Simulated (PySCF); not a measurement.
**AlSi: from constants to spectrum**

UHF-CCSD(T) constants of AlSi, ⁴Σ⁻ (quartet), unpaired electrons σ ↑, π ↑↑ (PySCF, no relativity, basis sets Al 6-311G(d,p), Si 6-311G(d,p); masses 26.9815 and 27.9769 u):

```
ωe            : 385.5 cm⁻¹
ωexe          : 2.05 cm⁻¹
Be            : 0.20966 cm⁻¹
αe            : 0.00151 cm⁻¹
De to Al + Si : 2.25 eV
```

(1) What force constant and bond length do these constants imply?

(2) Estimate the centrifugal constant D from the Kratzer relation and find the Dunham coefficient a1.

Correlated steps freeze 10 core orbitals. The CCSD T1 diagnostic is raised, a sign that a single reference may not be enough here. The state was picked by a PBE0 search and need not be the measured ground state.

Answers

(1) Reduced mass μred = 13.735 u; k = 5.8918×10⁻⁷·μred·ωe² (u, cm⁻¹, mdyn/Å) = 1.20 mdyn/Å; Re = √(16.8576/(μred·Be)) (u, cm⁻¹, Å) = 2.419 Å.

(2) D = 4Be³/ωe² = 2.48e-07 cm⁻¹; a1 = −1 − αeωe/(6Be²) = -3.21.
